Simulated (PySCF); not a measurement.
Molecule: SMILES FCF, CH2F2.

Mapped SMILES: `[F:1][CH2:2][F:3]` (H(Xn): hydrogen on atom n).

Spin–spin couplings on one PBE0-D3(BJ)/def2-SVP geometry, PySCF, gas phase, non-relativistic, equivalent pairs averaged; isotopes ¹³C, ¹H, ¹⁹F; functional B3LYP.

Reference values (Hz): ¹J(C2,H(C2)) = 180.4 (measured; gas, zero-density limit; Jackowski, Slowinski, Molecules 2023, 28, 1499); ¹J(C2,F3) = -234.6 (measured; gas, zero-density limit; Jackowski, Slowinski, Molecules 2023, 28, 1499); ²J(F3,H(C2)) = 50.2 (measured; gas, zero-density limit; Jackowski, Slowinski, Molecules 2023, 28, 1499).

Question: How do the couplings (Hz) change with the basis set? Times are CPU seconds on 1 thread of an Arm Neoverse V1, shared host. Far from the basis limit: pcJ-0, 6-31G*, def2-TZVP, cc-pVTZ.

Answer: 
```tsv
basis set	functions	¹J(C2,H(C2))	¹J(C2,F3)	²J(F3,H(C2))	mean abs. error	core-s
pcJ-0	45	149.8	-407.2	40.1	71.1	1.8
6-31G*	46	176.5	-237.0	52.7	3.0	1.9
pcJ-1	101	183.8	-308.3	57.1	28.0	3.1
def2-TZVP	105	176.3	-338.1	51.8	36.4	4.4
cc-pVTZ	118	164.2	-296.1	40.7	29.1	5
aug-cc-pVTZ-J	178	188.1	-318.1	59.5	33.5	8.4
pcJ-2	201	185.7	-311.6	59.1	30.4	10
```

Errors compare magnitudes, without vibrational corrections, and the largest couplings weigh most in the mean. Closest: 6-31G*; furthest: pcJ-0.

The Fermi-contact term samples the wavefunction at the nucleus, which is why sets with added tight s functions (names with J) are made for couplings. Agreement of an ordinary basis with the reference is then largely a cancellation of errors.
